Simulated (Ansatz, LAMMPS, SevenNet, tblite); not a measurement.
## Anatase TiO2 (metastable phase), c axis length

Reference value: 9.514 Å (measured, room temperature, no zero-point or thermal correction; as tabulated in Horn, Schwerdtfeger, Meagher, Refinement of the structure of anatase at several …).

```
level (code)                                  value (Å)
--------------------------------------------  ---------
ionic model lewis1985b (shell model, LAMMPS)     11.219
GFN2-xTB (tblite)                                 9.216
SevenNet-l3i5                                     9.714
LDA (Ansatz)                                      9.455
PBE (Ansatz)                                        ___
PBE-D4 (Ansatz)                                   9.603
rVV10 (Ansatz)                                      ___
r²SCAN+rVV10 (Ansatz)                               ___
HSE06 (Ansatz)                                    9.585
```

**Question.** Fill in the missing entries.

**Answer.** 
- PBE (Ansatz, an electronic-structure program), value (Å): 9.697
- rVV10 (Ansatz), value (Å): 9.686
- r²SCAN+rVV10 (Ansatz), value (Å): 9.530

Differences against the reference: ionic model lewis1985b +17.9 %, GFN2-xTB -3.13 %, SevenNet-l3i5 +2.10 %, LDA -0.62 %, PBE +1.92 %, PBE-D4 +0.94 %, rVV10 +1.81 %, r²SCAN+rVV10 +0.17 %, HSE06 +0.75 %.

Leaving aside ionic model lewis1985b (doubt noted below): The reference is not for a static lattice or low temperature, so close values are not ranked against it. Off by more than 1.75 %, or 2.45 % on the side where a correction would as a rule narrow the miss (bounds picked here): GFN2-xTB (-3.13 %), SevenNet-l3i5 (+2.10 %), PBE (+1.92 %), rVV10 (+1.81 %).

The reference isn't brought to a static lattice, while the calculations are for one, so the differences are not the levels' errors alone.  Ionic model lewis1985b: the cell has another shape than the first-principles one, perhaps another minimum in the same group. GFN2-xTB: the method was fitted mainly to molecules. GFN2-xTB: the run uses a supercell at the zone centre in place of a k mesh. Cutoffs and k meshes differ between the levels. Ansatz's density-functional and Hartree–Fock values are scalar-relativistic unless marked +SOC, with PAW data made under PBE.

Empirical potentials (ionic model lewis1985b) are fitted to chosen data: where that held the value shown, agreement is built in, and what lay outside the fit can be far off. Machine-learned potentials (SevenNet-l3i5) are trained on DFT data: a solid inside that data is no test of them.

Differences are worked out from the printed values.
